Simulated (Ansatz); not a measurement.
**Stretch profile**

H3O (SMILES [OH3+]) (charge +1), singlet, at its PBE0-D4/def2-TZVP minimum:

O1  (0.181, -0.057, -0.053)
H2  (0.219, 0.919, 0.015)
H3  (-0.409, -0.368, -0.768)
H4  (0.008, -0.494, 0.805)
(Å)

The bond length O1–H3 (0.978 Å at the minimum) is set to the values below, the two halves moving rigidly along the bond. Each method's energies count from its own value at the PBE0-D4 minimum structure. Computed with Ansatz 0.2.0 (basis: def2-TZVPP); correlated methods freeze the cores. B3LYP uses VWN-RPA correlation.

CCSD(T) energies along the scan:
```csv
bond length (Å),CCSD(T) (kcal/mol)
0.880,6.29
0.900,3.74
0.929,1.32
0.962,0.10
1.000,0.31
1.040,1.96
1.082,4.90
1.127,9.03
1.174,14.10
```
They count from the CCSD(T) energy at the PBE0-D4 minimum.

Minimum and curvature along this coordinate at CCSD(T): A fifth-order fit through the nearest points gives 0.976 Å, with a curvature of about 47 eV/Å².

Task: Treat the two halves as rigid bodies and work out the harmonic wavenumber of this stretch from that curvature (ν̃ = 521.5 √(k/μ) cm⁻¹ with k in eV/Å² and μ in u).

Result: The halves weigh 18.02 and 1.01 u, so μ = 18.02 × 1.01/19.03 = 0.956 u and ν̃ = 521.5 √(47/0.956) ≈ 3700 cm⁻¹. A true normal mode mixes in other motions, so this is a guide only.

Largest difference from the CCSD(T) curve over the scan: PBE-D4 2.11; PBE0-D4 0.06; B3LYP-D4 0.82; wB97M-V 0.40 kcal/mol. Each curve counts from its own value at the minimum.

The T1 diagnostic stays at or below 0.008.

For scale, one of the runs: CCSD(T)/def2-TZVPP, 73 basis functions (an equivalent command: `ansatz run in.yaml --threads 2`). The run took about 0.45 s on 2 CPU threads (shared host).
